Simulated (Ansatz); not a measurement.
System: rhombohedral A7 As. Method: LDA (Ansatz, a program for electronic structure, plane waves, PAW).

Numerical settings: plane-wave cutoff 520 eV, 18×18×18 k mesh, Fermi–Dirac smearing 0.05 eV, scalar-relativistic PAW data made under PBE.

The volume scan:

```tsv
V (Å³/atom)	E − E_lowest (meV/atom)
19.566	6.21
19.973	1.47
20.381	0.00
20.788	1.34
21.196	5.07
```

Question: What bulk modulus B0 and pressure derivative B′ does a third-order Birch–Murnaghan fit give?

Answer: V0 = 20.379 Å³/atom, B0 = 55.0 GPa, B′ = 6.9 (fit to the energies at full precision).

Shape and atoms are relaxed at each volume.

Measured, for comparison: bulk modulus 40.8 GPa (copied from a table, unchecked, extrapolated to 0 K and zero-point effects removed; as tabulated in Lejaeghere et al. (2013), arXiv:1204.2733). Computed (rounded) less measured: bulk modulus not scored (unchecked).

Note: the bulk modulus comes from volumes at which shape and atoms were relaxed.
